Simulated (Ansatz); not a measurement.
Species: CH₄, charge 0, singlet. CH4 (SMILES C).
B3LYP-D3(BJ)/def2-TZVP minimum from Ansatz (an electronic-structure program):
```xyz
5

C      0.0000     0.0000     0.0000
H      0.6205     0.6269     0.6390
H     -0.6429    -0.6249     0.6185
H      0.6369    -0.6328    -0.6166
H     -0.6146     0.6308    -0.6409
```

Total energies in cc-pVQZ, 8 correlated electrons, 1 frozen orbitals. Open shells are spin-unrestricted; no spin-orbit coupling. Correlated methods leave the cores frozen. No relativity.

| method | program | energy (Eh) | minus CCSDT(Q) (mEh) |
|---|---|---|---|
| HF | Ansatz | -40.21615 | 235.26 |
| MP2 | Ansatz | -40.42624 | 25.16 |
| CCSD | Ansatz | -40.44396 | 7.45 |
| CCSD(T) | Ansatz | -40.45088 | 0.52 |
| CCSDT(Q) | Ansatz | -40.45140 | 0.00 |

Rough core times of Ansatz's runs on a shared machine: CCSD(T) 20 s, CCSDT(Q) 10 min.
